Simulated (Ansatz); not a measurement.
Cartesian coordinates in Å:
```
F 0.155 -1.466 -0.942
C -0.527 -0.425 -0.376
C 0.409 0.475 0.388
F 1.037 -0.212 1.370
F 1.359 0.981 -0.431
H -1.281 -0.821 0.312
H -1.016 0.156 -1.164
H -0.136 1.312 0.844
```

Total charge 0; spin multiplicity 1.

Q: List the PBE0/def2-TZVPP orbital energies in eV (the Gaussian-basis code of Ansatz). (Estimate.)

A: The calculation gave: Occupied: -674.52, -674.52, -674.15, -282.85, -280.84, -35.43, -33.99, -33.76, -22.04, -18.62, -16.16, -15.94, -15.43, -14.21, -14.17, -12.55, -12.26, -11.74, -11.28, -10.39, -9.70. Lowest empty: 1.20, 1.69, 2.51, 2.61, 2.95, 4.29, 4.91, 6.57.
